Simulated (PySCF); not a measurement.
Species: methyl acetate, C₃H₆O₂.
Structure used (PBE0-D3(BJ)/def2-TZVP), in Å, numbered top down from 1:
```
atom  x, y, z in Å
C1     1.8400   -0.1751    0.1081
O2     0.5935    0.4000   -0.2696
C3    -0.4927   -0.2754    0.1333
C4    -1.7514    0.4269   -0.2733
O5    -0.4385   -1.2995    0.7588
H6     1.9363   -1.1833   -0.2966
H7     1.9275   -0.2243    1.1944
H8     2.6058    0.4769   -0.3061
H9    -1.6405    0.9034   -1.2464
H10   -1.9686    1.2079    0.4599
H11   -2.5752   -0.2830   -0.2799
```

Computed, not measured: TDDFT CAM-B3LYP/aug-cc-pVTZ, vertical, gas phase, core orbitals frozen in the response in PySCF 2.14.0, density-fitted response routines. The structure is a single PBE0-D3(BJ)/def2-TZVP conformer in the gas phase; no vibrational or solvent corrections.

Frontier orbitals with the atoms that hold most of them (Löwdin shares over 4%, at most four atoms; ? is withheld):

```tsv
orbital	ε (eV)	atoms
LUMO+2	0.80	H10 20%, C4 19%, H9 13%, C1 13%
LUMO+1	0.51	H8 24%, H11 14%, H10 13%, H6 12%
LUMO	?	H10 19%, H9 19%, H8 19%, H11 12%
HOMO	-9.52	?
HOMO-1	-10.28	?
HOMO-2	-11.74	O2 39%, C1 23%, O5 12%, C3 7%
HOMO-3	-12.00	O5 26%, C4 20%, C3 15%, C1 12%
```

Task: Give the leading atoms of the HOMO.

Result: O5 (bonded to C) 62%; C3 (bonded to C and 2 O) 15%; O2 (bonded to 2 C) 9%; C4 (bonded to C and 3 H) 8%. By element: oxygen 71%, carbon 22% or more.

Task: Give the leading atoms of the HOMO-1.

Result: O2 (bonded to 2 C) 41%; O5 (bonded to C) 26%; C1 (bonded to O and 3 H) 13%; C3 (bonded to C and 2 O) 11%. By element: oxygen 67%, carbon 24% or more.

Task: What is the LUMO energy, and the HOMO–LUMO gap?

Result: ε(LUMO) = 0.23 eV; the gap is 9.75 eV (0.3582 hartree).

Task: The HOMO–LUMO gap is 9.75 eV. Where does the response calculation put the lowest singlet, and from which orbitals?

Result: S1 is at 5.98 eV (f = 0.0010), 3.76 eV below the gap, made of HOMO→LUMO+7 (67%), HOMO→LUMO+4 (21%). 

Task: One configuration dominates each of S2, S3, S4 and S8. Which, and how do the shares of the two leading atoms of either orbital change from the occupied to the empty one?

Result: 
- S2 (7.24 eV, f 0.021), HOMO→LUMO (77%): O5 62% → at most 13%, C3 15% → at most 13%, H10 at most 7% → 19%, H9 at most 7% → 19%
- S3 (7.91 eV, f 0.014), HOMO-1→LUMO (78%): O2 41% → at most 13%, O5 26% → at most 13%, H10 at most 10% → 19%, H9 at most 10% → 19%
- S4 (7.97 eV, f 0.012), HOMO→LUMO+1 (80%): O5 62% → at most 12%, C3 15% → at most 12%, H8 at most 7% → 24%, H11 at most 7% → 14%
- S8 (8.57 eV, f 0.013), HOMO-1→LUMO+1 (78%): O2 41% → at most 12%, O5 26% → at most 12%, H8 at most 10% → 24%, H11 at most 10% → 14%

Löwdin shares depend on the basis, the more so with diffuse functions.

Time: 30 s of wall time; peak memory 1.5 GiB. Hardware: an AMD EPYC 9R45 with one thread, shared host with 96 logical CPUs at a one-minute load of 20.
